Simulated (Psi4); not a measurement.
**One shape, several levels: triplet BNH4S**

Aim: a comparison of 3 runs (U-r2SCAN/def2-SVPD, UB3LYP/def2-SVPD, UM06-L/def2-SVPD) of triplet BNH4S. 

The calculation is run with Psi4 1.11.

2 further runs of the same task are left out: 2 set aside as unsound or not needed.

### 1 The system as given

The species is BNH4S (7 atoms), meant as a triplet with charge 0. As SMILES of the parent species, `NBS`. The shape is that of a PBE0-D4/def2-TZVP optimisation. This is one conformer, not always the lowest. That shape belongs to the parent species and isn't relaxed for this state.

Bond lengths: N1–B2 1.391 Å, B2–S3 1.816 Å, N1–H4 1.006 Å, N1–H5 1.004 Å, B2–H6 1.194 Å, S3–H7 1.339 Å. Angles: N1–B2–S3 120.0°, N1–B2–H6 119.9°, S3–B2–H6 120.1°, B2–N1–H4 124.2°, B2–N1–H5 121.9°, B2–S3–H7 96.3°, H4–N1–H5 113.8°.

### 2 The energy at U-r2SCAN/def2-SVPD (run 1)

File job.json:

```json
{
  "schema_name": "qcschema_input",
  "schema_version": 1,
  "molecule": {
    "schema_name": "qcschema_molecule",
    "schema_version": 2,
    "symbols": ["N", "B", "S", "H", "H", "H", "H"],
    "geometry": [-1.73703625, 0.74304031, -1.15670136, 0.296687, 0.27268748, 0.44238489, 2.0575338, -2.65997849, 0.16251645, -2.3349456, -0.45410119, -2.5067217, -2.74841768, 2.34552807, -1.04993183, 0.88080135, 1.79939722, 1.99668462, 3.70121759, -2.17507477, 2.02540846],
    "molecular_charge": 0,
    "molecular_multiplicity": 3,
    "fix_symmetry": "c1",
    "fix_com": true,
    "fix_orientation": true
  },
  "driver": "energy",
  "model": {
    "method": "r2scan",
    "basis": "def2-SVPD"
  },
  "keywords": {
    "reference": "uks",
    "puream": true,
    "e_convergence": 1e-09,
    "d_convergence": 1e-08,
    "scf_type": "pk",
    "dft_radial_points": 99,
    "dft_spherical_points": 590,
    "maxiter": 200,
    "scf_properties": ["LOWDIN_CHARGES", "MAYER_INDICES", "MULLIKEN_CHARGES"]
  }
}
```

On the command line:

```sh
psi4 --qcschema job.json -n 1 --memory 1600MB
```

stdout:

```text
[...]
  Running in c1 symmetry.
[...]
  Nuclear repulsion =   89.580008385066506
[...]
  Multiplicity = 3
[...]
  Nalpha       = 17
  Nbeta        = 15
[...]
    Number of basis functions: 99
[...]
   @UKS iter   1:  -479.40215603172362    2.15975e-01   8.79551e-03 ADIIS/DIIS
[...]
   @UKS iter  17:  -479.82164420771642   -1.70530e-12   3.69023e-09 DIIS
[...]
   @S^2 Observed:                2.010969632E+00
[...]
  @UKS Final Energy:  -479.82164420771642
   => Energetics <=
    Nuclear Repulsion Energy =             89.5800083850665061
    One-Electron Energy =                -836.5833585331057520
    Two-Electron Energy =                 305.2280240174509345
    DFT Exchange-Correlation Energy =     -38.0463180771281628
    Empirical Dispersion Energy =           0.0000000000000000
    VV10 Nonlocal Energy =                  0.0000000000000000
    Total Energy =                       -479.8216442077164174
[...]
 Multipole Moments:
 ------------------------------------------------------------------------------------
     Multipole            Electronic (a.u.)      Nuclear  (a.u.)        Total (a.u.)
 ------------------------------------------------------------------------------------
 L = 1.  Multiply by 2.5417464519 to convert [e a0] to [Debye]
 Dipole X            :        -22.2040508           21.7433777           -0.4606731
 Dipole Y            :         34.2422567          -34.4791869           -0.2369302
 Dipole Z            :          2.2307921           -2.8192823           -0.5884902
 Magnitude           :                                                    0.7840130
[...]
```

The result, in JSON:

```text
{
 "driver": "energy",
 "model": {
  "method": "r2scan",
  "basis": "def2-SVPD"
 },
 "success": true,
 "return_result": -479.8216442077164,
 "properties": {
  "calcinfo_nbasis": 99,
  "calcinfo_nmo": 99,
  "calcinfo_nalpha": 17,
  "calcinfo_nbeta": 15,
  "calcinfo_natom": 7,
  "nuclear_repulsion_energy": 89.5800083850665,
  "return_energy": -479.8216442077164,
  "scf_one_electron_energy": -836.5833585331058,
  "scf_two_electron_energy": 305.22802401745093,
  "scf_xc_energy": -38.04631807712816,
  "scf_dipole_moment": [-0.4606731287177048, -0.23693019293479978, -0.5884901848364561],
  "scf_total_energy": -479.8216442077164,
  "scf_iterations": 17
 }
}
```

Run time: 98 s. Hardware: 1 thread of AMD EPYC 7R43 (Zen 3), shared host; peak memory 0.78 GiB.

### 3 The energy at UB3LYP/def2-SVPD (run 2)

File bh4ns.in:

```
memory 1600 mb

molecule m {
  0 3
  N
  B 1 1.391478
  S 2 1.816199 1 120.00388
  H 1 1.005882 2 124.23116 3 0.00543
  H 1 1.004358 4 113.83387 2 -179.99425
  H 2 1.19363 1 119.88502 5 -0.00466
  H 3 1.339476 2 96.28361 6 0.00945
  units angstrom
  symmetry c1
  no_reorient
  no_com
}

set reference uks
set puream true
set e_convergence 1e-09
set d_convergence 1e-08
set scf_type pk
set dft_radial_points 99
set dft_spherical_points 590
set maxiter 200

e_tot = energy("b3lyp/def2-SVPD")
print_variables()
```

On the command line:

```sh
psi4 bh4ns.in bh4ns.out -n 1
```

bh4ns.out:

```text
[...]
  Running in c1 symmetry.
[...]
  Nuclear repulsion =   89.580014809177456
[...]
  Multiplicity = 3
[...]
  Nalpha       = 17
  Nbeta        = 15
[...]
    Number of basis functions: 99
[...]
   @UKS iter   1:  -479.52380957015595    1.66466e-01   8.56767e-03 ADIIS/DIIS
[...]
   @UKS iter  20:  -479.91899930152738    1.34321e-10   5.24500e-09 DIIS
[...]
   @S^2 Observed:                2.007992893E+00
[...]
  @UKS Final Energy:  -479.91899930152738
   => Energetics <=
    Nuclear Repulsion Energy =             89.5800148091774560
    One-Electron Energy =                -836.5896705214684062
    Two-Electron Energy =                 297.8586567868944712
    DFT Exchange-Correlation Energy =     -30.7680003761308605
    Empirical Dispersion Energy =           0.0000000000000000
    VV10 Nonlocal Energy =                  0.0000000000000000
    Total Energy =                       -479.9189993015273785
[...]
 Multipole Moments:
 ------------------------------------------------------------------------------------
     Multipole            Electronic (a.u.)      Nuclear  (a.u.)        Total (a.u.)
 ------------------------------------------------------------------------------------
 L = 1.  Multiply by 2.5417464519 to convert [e a0] to [Debye]
 Dipole X            :          0.0007279           -0.0001326            0.0005953
 Dipole Y            :         -2.7655996            2.3016331           -0.4639665
 Dipole Z            :          0.8345989           -1.4386672           -0.6040683
 Magnitude           :                                                    0.7616848
[...]
```

It took 45 s on 1 thread of AMD EPYC 7R43 (Zen 3), shared host; peak memory 0.75 GiB.

### 4 The energy at UM06-L/def2-SVPD (run 3)

File bh4ns.py:

```python
import psi4

psi4.set_memory('1600 MB')
psi4.set_num_threads(1)
psi4.set_output_file('bh4ns.out', False)

geom = psi4.geometry("""
0 3
N     -0.919200     0.393200    -0.612100
B      0.157000     0.144300     0.234100
S      1.088800    -1.407600     0.086000
H     -1.235600    -0.240300    -1.326500
H     -1.454400     1.241200    -0.555600
H      0.466100     0.952200     1.056600
H      1.958600    -1.151000     1.071800
units angstrom
symmetry c1
no_reorient
no_com
""")

psi4.set_options({
    'basis': 'def2-SVPD',
    'reference': 'uks',
    'puream': True,
    'e_convergence': 1e-09,
    'd_convergence': 1e-08,
    'scf_type': 'pk',
    'dft_radial_points': 99,
    'dft_spherical_points': 590,
    'maxiter': 200,
})

e_tot, wfn = psi4.energy("m06-l", return_wfn=True)
psi4.oeprop(wfn, "QUADRUPOLE", "WIBERG_LOWDIN_INDICES", "MAYER_INDICES", title="M06-L")
print(f'total energy {e_tot:.8f} hartree = {e_tot * 27.211386:.5f} eV')
```

On the command line:

```sh
python bh4ns.py
```

bh4ns.out:

```text
[...]
  Running in c1 symmetry.
[...]
  Nuclear repulsion =   89.580008286477721
[...]
  Multiplicity = 3
[...]
  Nalpha       = 17
  Nbeta        = 15
[...]
    Number of basis functions: 99
[...]
   @UKS iter   1:  -479.46419377709833    1.86160e-01   8.71057e-03 ADIIS/DIIS
[...]
   @UKS iter  16:  -479.88330195246772   -8.69704e-12   9.68049e-09 DIIS
[...]
   @S^2 Observed:                2.010761188E+00
[...]
  @UKS Final Energy:  -479.88330195246772
   => Energetics <=
    Nuclear Repulsion Energy =             89.5800082864777210
    One-Electron Energy =                -836.7497880302705653
    Two-Electron Energy =                 305.4237688349157906
    DFT Exchange-Correlation Energy =     -38.1372910435906931
    Empirical Dispersion Energy =           0.0000000000000000
    VV10 Nonlocal Energy =                  0.0000000000000000
    Total Energy =                       -479.8833019524677184
[...]
 Multipole Moments:
 ------------------------------------------------------------------------------------
     Multipole            Electronic (a.u.)      Nuclear  (a.u.)        Total (a.u.)
 ------------------------------------------------------------------------------------
 L = 1.  Multiply by 2.5417464519 to convert [e a0] to [Debye]
 Dipole X            :        -22.2225292           21.7433778           -0.4791514
 Dipole Y            :         34.2778516          -34.4791870           -0.2013354
 Dipole Z            :          2.2369108           -2.8192824           -0.5823716
 Magnitude           :                                                    0.7805630
 L = 2.  Multiply by 1.3450342976 to convert [e a0^2] to [Debye ang]
 Quadrupole XX       :       -133.5690133          116.7768996          -16.7921136
 Quadrupole XY       :        105.5789160         -108.0499351           -2.4710191
[...]
```

The script printed:

```text
total energy -479.88330195 hartree = -13058.28976 eV
```

Run time: 86 s. Hardware: 1 thread of AMD EPYC 7R43 (Zen 3), shared host; peak memory 0.78 GiB.

### 5 All runs side by side

```
run               level  energy (Eh)  dipole moment (D)  HOMO energy (eV)   ⟨S²⟩  wall time
  1  U-r2SCAN/def2-SVPD  -479.821644               1.99             -1.17  2.011       98 s
  2    UB3LYP/def2-SVPD  -479.918999               1.94             -1.62  2.008       45 s
  3    UM06-L/def2-SVPD  -479.883302               1.98             -0.89  2.011       86 s
```

### 6 Results

```
                                 quantity          value
                      run 3: total energy  -479.88330 Eh
                     run 3: dipole moment         1.98 D
run 3: HOMO energy (highest over α and β)       -0.89 eV
                              run 3: ⟨S²⟩          2.011
```

The dipole moment (its size) runs from 1.94 D (UB3LYP/def2-SVPD) to 1.99 D (U-r2SCAN/def2-SVPD). Totals of different functionals can't be ranked against each other. All runs together took 3.8 min, the longest 98 s.
